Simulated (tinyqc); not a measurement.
Starting guesses with DIIS over 6 matrices: SCF starting guesses in the sto-3g basis, for CH4, spin multiplicity 1. Computed by the program tinyqc with PySCF. Command: `OMP_NUM_THREADS=1 python tinyqc.py 110893 110894 out.jsonl`; one thread of a shared host (Intel(R) Xeon(R) Processor @ 2.60GHz), about 0.4 s.

Geometry (angstrom):
```
atom        x        y        z
C      0.0000   0.0000   0.0000
H      0.7090   0.7090   0.7090
H      0.7090  -0.7090  -0.7090
H     -0.7090   0.7090  -0.7090
H     -0.7090  -0.7090   0.7090
```

lowest restricted solution found by these runs and by PySCF = -39.669620 hartree

RHF with one setting changed at a time; a run stops when the energy changes by less than 1e-09 hartree and the error matrix is below 1e-5. Starts: the lowest orbitals of the core Hamiltonian, of the Wolfsberg-Helmholz matrix (K = 1.75), projected atomic densities, random orbitals, and the highest orbitals of the core Hamiltonian (a deliberately bad start).

Largest element of the error matrix X^T (FDS - SDF) X:
```
iteration     core  Wolfsberg-Helmholz  atomic densities   random  highest core orbitals
1          5.0e-01             3.2e-01           7.2e-01  4.9e+00                1.4e-01
2          2.6e-01             1.1e-01           2.6e-02  3.6e-01                4.9e-01
3          4.5e-02             1.4e-02           1.6e-02  1.3e-01                4.8e-01
4          4.0e-03             3.2e-03           2.2e-03  2.6e-02                4.9e-01
5          2.9e-04             2.9e-05           1.2e-05  3.9e-03                4.9e-01
6          3.7e-05             8.6e-07           1.2e-07  4.0e-04                4.9e-01
8          5.5e-08                   -                 -  6.0e-06                4.0e-01
10               -                   -                 -        -                3.3e-01
14               -                   -                 -        -                1.7e-04
```

How each run ends:
```
run                    iterations  E (hartree)         state
core                            9   -39.669620  lowest found
Wolfsberg-Helmholz              7   -39.669620  lowest found
atomic densities                6   -39.669620  lowest found
random                          9   -39.669620  lowest found
highest core orbitals          17   -39.669620  lowest found
```

5 of 5 runs reach the lowest restricted solution found, in 6 to 17 iterations (fastest: atomic densities). The first errors are 5e-01, 3e-01, 7e-01, 5e+00, 1e-01; the deliberately bad start has the smallest one, so a small first error does not mark a good start.
